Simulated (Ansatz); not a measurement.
Ansatz (a quantum-chemistry and plane-wave program) input (B3LYP-D3(BJ)/def2-TZVP):

Ansatz 0.2 input:
```yaml
crystal:
  periodic: [false, false, false]
  atoms:
    - {symbol: N, position_ang: [-1.05997366, 0.17565434, 0.10860037]}
    - {symbol: C, position_ang: [0.21644186, 0.32696809, -0.03998556]}
    - {symbol: O, position_ang: [1.07605746, -0.59592755, -0.08974990]}
    - {symbol: H, position_ang: [-1.48450763, -0.74284263, 0.20063411]}
    - {symbol: H, position_ang: [-1.66614008, 0.98767825, 0.13577794]}
    - {symbol: H, position_ang: [0.66335248, 1.33119586, -0.13870204]}
basis:
  gaussian:
    orbitals: def2-TZVP
hamiltonian:
  xc: b3lyp
  dispersion: d3bj
total_charge: 1
magnetization: {spin_polarized: true, initial_magnetization: 1}
phonons: {temperatures: {t_min: 298.15, t_max: 298.15, t_step: 100}}
```

Output:

```
Functional definition: B3LYP
integrals: 0.02 GiB planned
618 factors; their error is unknown
mean field: 0.35 GiB planned
mean field evaluation 1: about -4604.6877 eV, gradient 5.4e1 eV
mean field evaluation 2: about -4599.3797 eV, gradient 6.4e1 eV
mean field evaluation 4: about -4615.0321 eV, gradient 3.8e0 eV
mean field evaluation 8: about -4615.0948 eV, gradient 1.2e-1 eV
mean field evaluation 16: about -4615.0964 eV, gradient 9.0e-5 eV
mean field -4615.09635191 eV, -169.6016627079 hartree, gradient 2.5e-5 eV, S^2 0.754698; 1 other end points of the search recorded, 0 dependent functions left out
the calculation of the forces begins
reference -4615.09652130 eV, -169.6016689328 hartree; 12, 11 occupied and 99, 100 virtual orbitals, 618 factors
these checks for a lower state are left out or cut short: stability, starts, cluster_reference, orbital_swaps, neighbouring_geometries, increment
integrals: 0.02 GiB planned
618 factors; their error is unknown
mean field: 0.35 GiB planned
mean field evaluation 32: about -4615.0961 eV, gradient 1.3e-4 eV
mean field -4615.09606586 eV, -169.6016521961 hartree, gradient 2.4e-6 eV, S^2 0.754685; 0 other end points of the search recorded, 0 dependent functions left out
the calculation of the forces begins
reference -4615.09623531 eV, -169.6016584229 hartree; 12, 11 occupied and 99, 100 virtual orbitals, 618 factors
these checks for a lower state are left out or cut short: stability, starts, cluster_reference, orbital_swaps, neighbouring_geometries, increment
integrals: 0.02 GiB planned
618 factors; their error is unknown
mean field: 0.35 GiB planned
mean field -4615.09608356 eV, -169.6016528462 hartree, gradient 2.4e-6 eV, S^2 0.754711; 0 other end points of the search recorded, 0 dependent functions left out
the calculation of the forces begins
reference -4615.09625289 eV, -169.6016590692 hartree; 12, 11 occupied and 99, 100 virtual orbitals, 618 factors
these checks for a lower state are left out or cut short: stability, starts, cluster_reference, orbital_swaps, neighbouring_geometries, increment
integrals: 0.02 GiB planned
618 factors; their error is unknown
mean field: 0.35 GiB planned
mean field -4615.09621624 eV, -169.6016577224 hartree, gradient 2.4e-6 eV, S^2 0.754696; 0 other end points of the search recorded, 0 dependent functions left out
the calculation of the forces begins
reference -4615.09638563 eV, -169.6016639474 hartree; 12, 11 occupied and 99, 100 virtual orbitals, 618 factors
these checks for a lower state are left out or cut short: stability, starts, cluster_reference, orbital_swaps, neighbouring_geometries, increment
integrals: 0.02 GiB planned
618 factors; their error is unknown
mean field: 0.35 GiB planned
mean field -4615.09621921 eV, -169.6016578315 hartree, gradient 2.5e-6 eV, S^2 0.754699; 0 other end points of the search recorded, 0 dependent functions left out
the calculation of the forces begins
reference -4615.09638860 eV, -169.6016640563 hartree; 12, 11 occupied and 99, 100 virtual orbitals, 618 factors
these checks for a lower state are left out or cut short: stability, starts, cluster_reference, orbital_swaps, neighbouring_geometries, increment
integrals: 0.02 GiB planned
618 factors; their error is unknown
mean field: 0.35 GiB planned
mean field evaluation 64: about -4615.0961 eV, gradient 2.1e-6 eV
mean field -4615.09609389 eV, -169.6016532260 hartree, gradient 2.4e-6 eV, S^2 0.754704; 0 other end points of the search recorded, 0 dependent functions left out
the calculation of the forces begins
reference -4615.09626321 eV, -169.6016594484 hartree; 12, 11 occupied and 99, 100 virtual orbitals, 618 factors
these checks for a lower state are left out or cut short: stability, starts, cluster_reference, orbital_swaps, neighbouring_geometries, increment
[...]
mean field -4615.09623981 eV, -169.6016585884 hartree, gradient 2.4e-6 eV, S^2 0.754694; 0 other end points of the search recorded, 0 dependent functions left out
the calculation of the forces begins
reference -4615.09640914 eV, -169.6016648110 hartree; 12, 11 occupied and 99, 100 virtual orbitals, 618 factors
these checks for a lower state are left out or cut short: stability, starts, cluster_reference, orbital_swaps, neighbouring_geometries, increment
integrals: 0.02 GiB planned
618 factors; their error is unknown
mean field: 0.35 GiB planned
mean field -4615.09631153 eV, -169.6016612242 hartree, gradient 2.4e-6 eV, S^2 0.754698; 0 other end points of the search recorded, 0 dependent functions left out
the calculation of the forces begins
reference -4615.09648095 eV, -169.6016674500 hartree; 12, 11 occupied and 99, 100 virtual orbitals, 618 factors
these checks for a lower state are left out or cut short: stability, starts, cluster_reference, orbital_swaps, neighbouring_geometries, increment
integrals: 0.02 GiB planned
618 factors; their error is unknown
mean field: 0.35 GiB planned
mean field -4615.09629963 eV, -169.6016607868 hartree, gradient 2.4e-6 eV, S^2 0.754698; 0 other end points of the search recorded, 0 dependent functions left out
the calculation of the forces begins
reference -4615.09646900 eV, -169.6016670109 hartree; 12, 11 occupied and 99, 100 virtual orbitals, 618 factors
these checks for a lower state are left out or cut short: stability, starts, cluster_reference, orbital_swaps, neighbouring_geometries, increment
integrals: 0.02 GiB planned
618 factors; their error is unknown
mean field: 0.35 GiB planned
mean field -4615.09629835 eV, -169.6016607397 hartree, gradient 2.4e-6 eV, S^2 0.754698; 0 other end points of the search recorded, 0 dependent functions left out
the calculation of the forces begins
reference -4615.09646772 eV, -169.6016669640 hartree; 12, 11 occupied and 99, 100 virtual orbitals, 618 factors
these checks for a lower state are left out or cut short: stability, starts, cluster_reference, orbital_swaps, neighbouring_geometries, increment
integrals: 0.02 GiB planned
618 factors; their error is unknown
mean field: 0.35 GiB planned
mean field evaluation 128: about -4615.0948 eV, gradient 1.4e-4 eV
mean field -4615.09632426 eV, -169.6016616917 hartree, gradient 2.4e-6 eV, S^2 0.754697; 0 other end points of the search recorded, 0 dependent functions left out
the calculation of the forces begins
reference -4615.09649366 eV, -169.6016679173 hartree; 12, 11 occupied and 99, 100 virtual orbitals, 618 factors
these checks for a lower state are left out or cut short: stability, starts, cluster_reference, orbital_swaps, neighbouring_geometries, increment
integrals: 0.02 GiB planned
618 factors; their error is unknown
mean field: 0.35 GiB planned
mean field -4615.09629667 eV, -169.6016606780 hartree, gradient 2.5e-6 eV, S^2 0.754697; 0 other end points of the search recorded, 0 dependent functions left out
the calculation of the forces begins
reference -4615.09646608 eV, -169.6016669038 hartree; 12, 11 occupied and 99, 100 virtual orbitals, 618 factors
these checks for a lower state are left out or cut short: stability, starts, cluster_reference, orbital_swaps, neighbouring_geometries, increment
integrals: 0.02 GiB planned
618 factors; their error is unknown
mean field: 0.35 GiB planned
mean field -4615.09628821 eV, -169.6016603670 hartree, gradient 2.5e-6 eV, S^2 0.754698; 0 other end points of the search recorded, 0 dependent functions left out
the calculation of the forces begins
reference -4615.09645757 eV, -169.6016665910 hartree; 12, 11 occupied and 99, 100 virtual orbitals, 618 factors
these checks for a lower state are left out or cut short: stability, starts, cluster_reference, orbital_swaps, neighbouring_geometries, increment
integrals: 0.02 GiB planned
618 factors; their error is unknown
mean field: 0.35 GiB planned
mean field -4615.09627640 eV, -169.6016599331 hartree, gradient 2.4e-6 eV, S^2 0.754698; 0 other end points of the search recorded, 0 dependent functions left out
the calculation of the forces begins
reference -4615.09644573 eV, -169.6016661560 hartree; 12, 11 occupied and 99, 100 virtual orbitals, 618 factors
these checks for a lower state are left out or cut short: stability, starts, cluster_reference, orbital_swaps, neighbouring_geometries, increment
integrals: 0.02 GiB planned
618 factors; their error is unknown
mean field: 0.35 GiB planned
mean field evaluation 160: about -4615.0963 eV, gradient 1.3e-4 eV
mean field -4615.09630455 eV, -169.6016609677 hartree, gradient 2.4e-6 eV, S^2 0.754698; 0 other end points of the search recorded, 0 dependent functions left out
the calculation of the forces begins
reference -4615.09647400 eV, -169.6016671947 hartree; 12, 11 occupied and 99, 100 virtual orbitals, 618 factors
these checks for a lower state are left out or cut short: stability, starts, cluster_reference, orbital_swaps, neighbouring_geometries, increment
integrals: 0.02 GiB planned
618 factors; their error is unknown
mean field: 0.35 GiB planned
mean field -4615.09629845 eV, -169.6016607436 hartree, gradient 2.4e-6 eV, S^2 0.754698; 0 other end points of the search recorded, 0 dependent functions left out
the calculation of the forces begins
reference -4615.09646780 eV, -169.6016669669 hartree; 12, 11 occupied and 99, 100 virtual orbitals, 618 factors
these checks for a lower state are left out or cut short: stability, starts, cluster_reference, orbital_swaps, neighbouring_geometries, increment
integrals: 0.02 GiB planned
618 factors; their error is unknown
mean field: 0.35 GiB planned
mean field -4615.09630534 eV, -169.6016609967 hartree, gradient 2.4e-6 eV, S^2 0.754698; 0 other end points of the search recorded, 0 dependent functions left out
the calculation of the forces begins
reference -4615.09647478 eV, -169.6016672232 hartree; 12, 11 occupied and 99, 100 virtual orbitals, 618 factors
these checks for a lower state are left out or cut short: stability, starts, cluster_reference, orbital_swaps, neighbouring_geometries, increment
integrals: 0.02 GiB planned
618 factors; their error is unknown
mean field: 0.35 GiB planned
mean field -4615.09633007 eV, -169.6016619053 hartree, gradient 2.5e-6 eV, S^2 0.754701; 0 other end points of the search recorded, 0 dependent functions left out
the calculation of the forces begins
reference -4615.09649948 eV, -169.6016681312 hartree; 12, 11 occupied and 99, 100 virtual orbitals, 618 factors
these checks for a lower state are left out or cut short: stability, starts, cluster_reference, orbital_swaps, neighbouring_geometries, increment
integrals: 0.02 GiB planned
618 factors; their error is unknown
mean field: 0.35 GiB planned
mean field evaluation 192: about -4615.0963 eV, gradient 2.1e-6 eV
mean field -4615.09631538 eV, -169.6016613656 hartree, gradient 2.4e-6 eV, S^2 0.754695; 0 other end points of the search recorded, 0 dependent functions left out
the calculation of the forces begins
reference -4615.09648474 eV, -169.6016675896 hartree; 12, 11 occupied and 99, 100 virtual orbitals, 618 factors
these checks for a lower state are left out or cut short: stability, starts, cluster_reference, orbital_swaps, neighbouring_geometries, increment
integrals: 0.02 GiB planned
618 factors; their error is unknown
mean field: 0.35 GiB planned
mean field -4615.09630300 eV, -169.6016609106 hartree, gradient 2.4e-6 eV, S^2 0.754692; 0 other end points of the search recorded, 0 dependent functions left out
the calculation of the forces begins
reference -4615.09647236 eV, -169.6016671344 hartree; 12, 11 occupied and 99, 100 virtual orbitals, 618 factors
these checks for a lower state are left out or cut short: stability, starts, cluster_reference, orbital_swaps, neighbouring_geometries, increment
integrals: 0.02 GiB planned
618 factors; their error is unknown
mean field: 0.35 GiB planned
mean field -4615.09631002 eV, -169.6016611686 hartree, gradient 2.4e-6 eV, S^2 0.754704; 0 other end points of the search recorded, 0 dependent functions left out
the calculation of the forces begins
reference -4615.09647944 eV, -169.6016673947 hartree; 12, 11 occupied and 99, 100 virtual orbitals, 618 factors
Total energy: -4615.21337697 eV, -169.6059632997 hartree
Atom 0 at    -1.059974     0.175654     0.108600 Å, force     0.000143     0.000682    -0.000049 eV/Å
Atom 1 at     0.216442     0.326968    -0.039986 Å, force     0.000621     0.000182    -0.000078 eV/Å
Atom 2 at     1.076057    -0.595928    -0.089750 Å, force     0.000356    -0.000129    -0.000033 eV/Å
Atom 3 at    -1.484508    -0.742843     0.200634 Å, force    -0.000265    -0.000114     0.000035 eV/Å
Atom 4 at    -1.666140     0.987678     0.135778 Å, force    -0.000445    -0.000126     0.000055 eV/Å
Atom 5 at     0.663352     1.331196    -0.138702 Å, force    -0.000410    -0.000496     0.000070 eV/Å
Dipole moment:    -0.505697     0.389335     0.036814 e Å
Vibrations: 493.93 633.96 724.27 977.98 1085.27 1186.16 1344.59 1613.41 1677.86 2982.84 3491.75 3601.89 cm⁻¹, zero-point energy 1.228307 eV
```
